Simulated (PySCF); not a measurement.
Gas-phase reaction: 3 SiOCl2 + N2O ⇌ SiCl4 + 2 SiCl + 2 NO2

Energies from PySCF (xtb for GFN2), thermal terms from the rigid-rotor harmonic-oscillator model, ideal gas at 1 bar. † marks an energy on the PBE0/def2-TZVP geometry and frequencies; other levels use their own. MP2 freezes the core. 6-31G* has spherical d functions here. Open shells (unrestricted): SiCl (multiplicity 2), NO2 (multiplicity 2); the rest are closed-shell singlets. GFN2 has no spin-polarisation term. Spin-orbit splitting is ignored; it lowers the true energy and changes the entropy of SiCl. SiOCl2: computed as isolated molecules; such fragments, hydroxides, amides, oligomers or adducts are transient or little studied in the gas. MP2 isn't extrapolated to the basis-set limit.

```json
[
 {"level": "GFN2-xTB", "ΔH°(298 K), kJ": "1468"},
 {"level": "HF/6-31G*", "ΔH°(298 K), kJ": "752"},
 {"level": "MP2/def2-TZVPP†", "ΔH°(298 K), kJ": "?"},
 {"level": "PBE0/def2-TZVP", "ΔH°(298 K), kJ": "892"},
 {"level": "r2SCAN/def2-TZVP†", "ΔH°(298 K), kJ": "?"}
]
```

Task: Complete the blanks.

Result: 
- MP2/def2-TZVPP†, ΔH°(298 K), kJ: 1064
- r2SCAN/def2-TZVP†, ΔH°(298 K), kJ: 935
